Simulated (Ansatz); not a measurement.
Reaction: CH5B (methylborane, SMILES BC) → BH2 (SMILES [BH2], doublet) + CH3 (SMILES [CH3], doublet) (the B-C bond breaks)
Each species at its own B3LYP-D3(BJ)/def2-TZVP minimum (Ansatz, a first-principles code).

Property: bond dissociation energy (electronic), in kJ/mol. UHF or UKS for unpaired electrons; spin-orbit terms are left out. CBS(X,Y): correlation extrapolated as X^-3, Hartree-Fock from the larger set (Q,5: extrapolated as (X+1)exp(-9√X)). A bracket is a step between two methods taken in the basis named. Functionals run without relativity, which enters their misses. 'core' is core correlation in cc-pwCVTZ, 'X2C' scalar relativity in cc-pVTZ-DK, both at CCSD(T).

CCSD(T)/CBS(cc-pVQZ,cc-pV5Z) + [CCSDT(Q) - CCSD(T)]/cc-pVTZ + [CCSDTQ - CCSDT(Q)]/cc-pVDZ + core + X2C (Ansatz) gives 462.7 kJ/mol.

What does PBE/def2-TZVPD (Ansatz) give here, and how do the other levels compare?

PBE gives 460.3 kJ/mol, 2.4 kJ/mol below it. Differences of the others: r2SCAN/def2-TZVPD (Ansatz) -26.7; B3LYP/def2-TZVPD (Ansatz) -17.8; CCSD(T)/CBS(cc-pVQZ,cc-pV5Z) + core + X2C (Ansatz) 0.2 kJ/mol. Nearer than PBE: CCSD(T)/CBS(cc-pVQZ,cc-pV5Z) + core + X2C.
